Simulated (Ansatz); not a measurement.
**Which method gave which barrier?**

Saddle point of AlH3SO, singlet (AlH₃SO ([OH][AlH][SH]) → AlHO ([OH][Al]) + H₂S; bonds formed: S2–H3; bonds broken: Al1–S2, Al1–H3), PBE0-D4/def2-TZVP structure:

```
6
angstrom
Al -0.3871 0.2349 0.8922
S 1.1856 0.2887 -1.0602
H 0.9300 1.2055 0.4495
O -1.8475 -0.4846 0.4211
H 2.0958 -0.3195 -0.2827
H -1.9767 -0.9249 -0.4200
```

Program: Ansatz 0.2.0. Basis: def2-TZVPP, with def2-QZVPP for the basis limit. Cores are frozen in the correlated methods. B3LYP uses VWN-RPA correlation. Extrapolation: Hartree–Fock as exp(−7.88 √X), correlation as X^−2.97. Four methods, as single points on the PBE0-D4 structures, gave these electronic barriers from the start structure: 246.3, 272.3, 294.9, 365.1 kJ/mol.

(1) The methods were, in alphabetical order, B3LYP-D4, BLYP-D4, HF, MP2. Which gave which? (A judgement: the text doesn't fix the answer.)

T1 diagnostic: at most 0.019. The restricted Hartree–Fock reference is unstable towards an unrestricted one at one or more of these structures. A large double-excitation amplitude points to some diradical character; no triplet was computed.

Answers

(1) By the calculation: BLYP-D4 246.3; B3LYP-D4 272.3; MP2 294.9; HF 365.1 kJ/mol. For comparison, CCSD(T) at an estimated basis limit (MP2 extrapolated from triple and quadruple zeta, plus CCSD(T) − MP2 in triple zeta) gives 286.4 kJ/mol.

Labels in which every atom is bracketed show which atoms are joined, not bond orders.

For scale, one of the runs: CCSD(T)/def2-TZVPP, 157 basis functions, launched by `ansatz run in.yaml --threads 2 --pin off --events-out ev --progress --plain --max-ram 4352MiB`. Time: 9.5 s of wall clock on 2 CPU threads of an Intel Xeon Platinum 8375C; the host was shared. Peak host memory: 1 GiB.
